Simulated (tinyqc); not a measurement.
Worked calculation: CCSD on RHF in the sto-3g basis, frozen core, for H3O+, spin multiplicity 1. One step of it, computed by the program tinyqc.

Problem. Iteration 8 (converged): orbitals. Diagonalise F' = X^T F X, C = X C', fill 5 alpha and 5 beta electrons from the bottom; D = 2 C_occ C_occ^T. Each column has its largest component positive (the first on a tie).

converged F (hartree):
```
             1O 1s      1O 2s     1O 2px     1O 2py     1O 2pz      2H 1s      3H 1s      4H 1s
1O 1s   -20.851040  -5.311636   0.000007   0.000000   0.005246  -1.340992  -1.340606  -1.340606
1O 2s    -5.311636  -3.026015   0.000076   0.000000   0.031567  -1.329780  -1.329544  -1.329544
1O 2px    0.000007   0.000076  -0.983747   0.000000  -0.000003  -0.685348   0.343016   0.343016
1O 2py    0.000000   0.000000   0.000000  -0.983443   0.000000   0.000000  -0.593338   0.593338
1O 2pz    0.005246   0.031567  -0.000003   0.000000  -0.924473   0.062101   0.062088   0.062088
2H 1s    -1.340992  -1.329780  -0.685348   0.000000   0.062101  -0.967575  -0.474650  -0.474650
3H 1s    -1.340606  -1.329544   0.343016  -0.593338   0.062088  -0.474650  -0.967431  -0.474941
4H 1s    -1.340606  -1.329544   0.343016   0.593338   0.062088  -0.474650  -0.474941  -0.967431
```

X:
```
            1O 1s      1O 2s     1O 2px     1O 2py     1O 2pz      2H 1s      3H 1s      4H 1s
1O 1s    1.025337  -0.154565   0.000005   0.000000   0.001842   0.021164   0.021161   0.021161
1O 2s   -0.154565   1.384665  -0.000042   0.000000  -0.021060  -0.301284  -0.301165  -0.301165
1O 2px   0.000005  -0.000042   1.149822   0.000000   0.000002  -0.310435   0.155298   0.155298
1O 2py   0.000000   0.000000   0.000000   1.149605   0.000000   0.000000  -0.268696   0.268696
1O 2pz   0.001842  -0.021060   0.000002   0.000000   1.001223   0.017550   0.017542   0.017542
2H 1s    0.021164  -0.301284  -0.310435   0.000000   0.017550   1.243709  -0.079109  -0.079109
3H 1s    0.021161  -0.301165   0.155298  -0.268696   0.017542  -0.079109   1.243619  -0.079155
4H 1s    0.021161  -0.301165   0.155298   0.268696   0.017542  -0.079109  -0.079155   1.243619
```

Give: F' = X^T F X; orbital energies; coefficients C; D after iteration 8.

Solution.

F' = X^T F X (hartree):
```
         1       2       3       4       5       6       7       8
1  -20.461  -2.727   0.000   0.000   0.008  -0.225  -0.225  -0.225
2   -2.727  -1.595   0.000   0.000  -0.009  -0.557  -0.557  -0.557
3    0.000   0.000  -0.638   0.000   0.000  -0.588   0.294   0.294
4    0.000   0.000   0.000  -0.638   0.000   0.000  -0.509   0.509
5    0.008  -0.009   0.000   0.000  -0.922   0.038   0.038   0.038
6   -0.225  -0.557  -0.588   0.000   0.038  -0.266  -0.106  -0.106
7   -0.225  -0.557   0.294  -0.509   0.038  -0.106  -0.266  -0.106
8   -0.225  -0.557   0.294   0.509   0.038  -0.106  -0.106  -0.266
```

orbital energies (hartree): MO1 -20.860, MO2 -1.812, MO3 -1.158, MO4 -1.158, MO5 -0.924, MO6 0.140, MO7 0.360, MO8 0.360

coefficients C:
```
           MO1     MO2     MO3     MO4     MO5     MO6     MO7     MO8
1O 1s    0.994  -0.241   0.000   0.000  -0.015  -0.175   0.000   0.000
1O 2s    0.029   0.866   0.000   0.000   0.075   1.207   0.000   0.000
1O 2px   0.000   0.000   0.710   0.000   0.000   0.000   0.000  -0.981
1O 2py   0.000   0.000   0.000   0.710   0.000   0.000   0.981   0.000
1O 2pz  -0.001  -0.032   0.000   0.000   0.997  -0.094   0.000   0.000
2H 1s   -0.006   0.098   0.380   0.000  -0.018  -0.689   0.000   1.057
3H 1s   -0.006   0.098  -0.190   0.330  -0.018  -0.688  -0.916  -0.529
4H 1s   -0.006   0.098  -0.190  -0.330  -0.018  -0.688   0.916  -0.529
```

D after iteration 8:
```
         1O 1s   1O 2s  1O 2px  1O 2py  1O 2pz   2H 1s   3H 1s   4H 1s
1O 1s    2.092  -0.362   0.000   0.000  -0.016  -0.058  -0.058  -0.058
1O 2s   -0.362   1.514   0.000   0.000   0.093   0.167   0.167   0.167
1O 2px   0.000   0.000   1.007   0.000   0.000   0.540  -0.270  -0.270
1O 2py   0.000   0.000   0.000   1.007   0.000   0.000   0.468  -0.468
1O 2pz  -0.016   0.093   0.000   0.000   1.990  -0.043  -0.043  -0.043
2H 1s   -0.058   0.167   0.540   0.000  -0.043   0.310  -0.125  -0.125
3H 1s   -0.058   0.167  -0.270   0.468  -0.043  -0.125   0.310  -0.125
4H 1s   -0.058   0.167  -0.270  -0.468  -0.043  -0.125  -0.125   0.310
```
